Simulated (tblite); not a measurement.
Problem. What does the GFN2-xTB structure of `CC1=NCC[CH]1` [radical] look like in three dimensions? (Doublet state.)

Solution. 
Z-matrix in Å and degrees, rows numbered from 1:
```
C 
C   1  1.4914
N   2  1.3168  1  120.91
C   3  1.4322  2  108.92  1  -179.30
C   4  1.5449  3  107.49  2    -0.45
C   2  1.3898  1  125.38  3  -179.61
H   1  1.0885  2  110.49  3  -128.11
H   1  1.0892  2  109.96  3   112.56
H   1  1.0858  2  109.53  3    -7.24
H   4  1.0953  3  108.59  2   121.52
H   4  1.0950  3  108.74  2  -122.70
H   5  1.0944  4  112.30  3  -119.32
H   5  1.0943  4  112.39  3   120.08
H   6  1.0735  2  126.80  1    -0.62
```

The 6 heavy atoms lie in one plane (0.003 Å rms). The C–N distances run from 1.317 Å (C2=N3, drawn double in one of several resonance forms) to 1.432 Å (N3–C4, drawn single), a spread of 0.115 Å. C2 (carbon bonded to 2 C and N) is planar (angles 125.4°, 120.9° and 113.7°, sum 360.0°, 0.00 Å off the plane of its three neighbours). C6 (carbon bonded to 2 C and H) is planar (angles 126.8°, 124.6° and 108.6°, sum 360.0°, 0.00 Å off the plane of its three neighbours).

Structure optimised with GFN2-xTB, isolated species. This method treats the open shell by occupation alone, without spin polarisation.

Point group: near Cs, missed by 0.24 Å at most; the miss may be what the optimiser left on a soft mode. Its GFN2-xTB frequencies are all real (lowest 59 cm⁻¹). 2 starts were optimised and ended at 0.00 and 0.18 kcal/mol (GFN2-xTB); the lowest of these is shown.

The numbers are calculated, not measured.
